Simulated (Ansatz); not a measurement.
Reaction (SMILES): ClC=C → C=[C-]Cl + H+
B3LYP-D3(BJ)/def2-TZVP geometries, fixed; electronic energies without zero-point terms.
Largest species:
```
C
C 1 1.3205
H 1 1.0805 2 123.94
H 2 1.0811 1 122.25 3 180.00
H 2 1.0820 4 118.23 1 180.00
Cl 1 1.7376 3 112.62 2 180.00
```
Charge 0, spin multiplicity 1.

Basis-set convergence of the deprotonation energy at PBE0 with Ansatz (a quantum-chemistry and plane-wave program). Cartesian d functions, on some or all atoms, in 6-31+G*, 6-311G**; all else is spherical. The program fits the integrals of some runs and decomposes those of others, by size. The proton leaves the site shown, which need not be the most acidic. No added dispersion term, no relativity. Functions are those of the species that has most. Reference: the value in aug-pcseg-3, 392.09 kcal/mol, itself unsure by roughly 0.09 kcal/mol (its mean distance from aug-cc-pV(Q+d)Z, def2-QZVPPD). Deviations are taken from unrounded values. Cost is core time over that of cc-pV(T+d)Z, rough, on shared machines of one kind; a dash marks a row that isn't timed (too short, read off another run, short of memory, by another algorithm or on other hardware).

| basis | functions | deprotonation energy (kcal/mol) | minus reference (kcal/mol) | cost |
|---|---|---|---|---|
| pcseg-0 | 37 | 388.28 | -3.81 | - |
| def2-SV(P) | 52 | 400.34 | 8.25 | - |
| def2-SVP | 61 | 402.04 | 9.95 | - |
| 6-31+G* | 67 | 389.78 | -2.31 | - |
| 6-311G** | 81 | 394.76 | 2.68 | - |
| aug-pcseg-1 | 100 | 388.20 | -3.89 | 0.8× |
| cc-pV(T+d)Z | 141 | 396.00 | 3.91 | 1× |
| def2-TZVPD | 147 | 392.02 | -0.07 | 1× |
| aug-cc-pV(T+d)Z | 216 | 391.58 | -0.50 | 2× |
| cc-pV(Q+d)Z | 264 | 394.15 | 2.06 | 2× |
| def2-QZVPP | 274 | 393.07 | 0.98 | 2× |
| aug-cc-pV(Q+d)Z | 387 | 391.97 | -0.11 | 5× |
| aug-pcseg-3 | 406 | 392.09 | 0.00 | 5× |
